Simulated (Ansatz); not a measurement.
**Al₂H (doublet): from Hartree-Fock to the top rungs at scale of all distances = 2.387, 6-31G**

One table from this session's results is given with a row withheld; the runs are named, their logs left out.

Computed with Ansatz 0.2.0, Gaussian basis. Level: 6-31G, core rule «outside noble gas», up to 10 orbitals frozen.

Plan: UHF; CCSD(T) on ROHF; CCSD(T) on UHF; BCCD(T) on ROHF; CISD; CCSDT(Q) on ROHF; CCSDT(Q) on UHF; CISDTQ; CCSDTQ on ROHF; CCSDTQ on UHF; CASSCF and MRCISD+Q, 3 electrons in 3 orbitals; CASSCF and NEVPT2, 3 electrons in 3 orbitals; CASSCF and MRCISD+Q, 7 electrons in 9 orbitals; CASSCF and NEVPT2, 7 electrons in 9 orbitals; Full CI; Full CI in the symmetry of the determinant.

19 further runs of the same task are left out: 1 for a known fault of the program, 1 for a mislabelled method, 14 that didn't finish, 3 set aside as unsound or not needed.

## The geometry

The geometry derives from a PBE0/def2-TZVP stationary point (not a proven minimum). All distances are scaled together.

3 atoms, charge 0, spin multiplicity 2.

Atoms are counted from 1 here; the program's logs count them from 0.

No contacts short enough for the rule that draws bonds.

Set-up of the first run:

Contents of in.yaml:

```yaml
crystal:
  periodic: [false, false, false]
  atoms:
    - {symbol: Al, position_ang: [0.000000, 0.000000, 0.841583]}
    - {symbol: Al, position_ang: [0.000000, 0.000000, -5.548268]}
    - {symbol: H, position_ang: [0.000000, 0.000000, 4.706685]}
basis:
  gaussian: {orbitals: 6-31G}
magnetization: {spin_polarized: true, initial_magnetization: 1}
hamiltonian: {xc: hf}
output: {orbitals: {seedname: orbitals}}
```

Launch:

```bash
$ ansatz run in.yaml --threads 1 --pin off --events-out ev --progress --plain --max-ram 2393MiB
```

Steps of the session up to this table: UHF; CCSD(T) on ROHF; CCSD(T) on UHF; BCCD(T) on ROHF; CISD; CCSDT(Q) on ROHF; CCSDT(Q) on UHF; CISDTQ; CCSDTQ on ROHF; CCSDTQ on UHF; CASSCF and MRCISD+Q, 3 electrons in 3 orbitals; CASSCF and NEVPT2, 3 electrons in 3 orbitals; CASSCF and MRCISD+Q, 7 electrons in 9 orbitals; CASSCF and NEVPT2, 7 electrons in 9 orbitals; Full CI; Full CI in the symmetry of the determinant.

One of the session's tables, all rows but one given; the rest of the session is left out.

| method | from FCI (kJ/mol) |
| --- | --- |
| UHF | +168.6 |
| UMP2 | +78.2 |
| UCCSD | ? |
| UCCSD(T) | +2.5 |
| UCCSDT | +0.1 |
| UCCSDT(Q) | 0.0 |
| UCCSDTQ | 0.0 |
| CASSCF pair | +157.3 |
| NEVPT2 pair | +66.6 |
| CASSCF valence | +31.0 |
| NEVPT2 valence | +13.6 |
| MRCISD valence | +0.7 |
| MRCISD+Q valence | +0.2 |
| FCI | 0 |

Q: Estimate the row for UCCSD from the others.

**Answer.** from FCI (kJ/mol): +5.0. In the column «from FCI (kJ/mol)» it lies between UCCSD(T) (+2.5) and NEVPT2 valence (+13.6).

Among the levels timed on like hardware and quicker than the yardstick, those that no quicker one beats, quickest first: NEVPT2 pair (1.9 s, +66.6 kJ/mol); NEVPT2 valence (6 s, +13.6 kJ/mol); MRCISD+Q valence (8.5 s, +0.2 kJ/mol); UCCSDT(Q) (34 s, 0.0 kJ/mol).

Not comparable, so not listed: CASSCF and MRCISD+Q, 3 electrons in 3 orbitals (they don't share determinant, frozen orbitals or solution with the rows shown, or repeat one).

To keep in mind: The report flags that the cluster equations may have other roots. The yardstick is full CI for this spin, exact in this basis with these frozen cores. Left out of the table: ROHF, RMP2, CISD, RCCSD, RCCSD(T), BCCD(T), RCCSDT, CISDTQ, RCCSDT(Q), RCCSDTQ (another determinant or state than the rows shown). The program flags UCCSD(T), UCCSDT(Q), UCCSDTQ as in doubt, so those rows may rest on another solution; read them beside their warnings. With 2.4 effectively unpaired electrons against 1 the state is strongly multireference. Of the multireference levels listed MRCISD+Q valence comes nearest in total energy (+0.2 kJ/mol), which doesn't show that its space is the better one. Levels on UHF freeze UHF's core orbitals, full CI those of ROHF, so the U rows can settle a little off it for that reason alone. Warnings in the runs' records: other roots, passed over end.
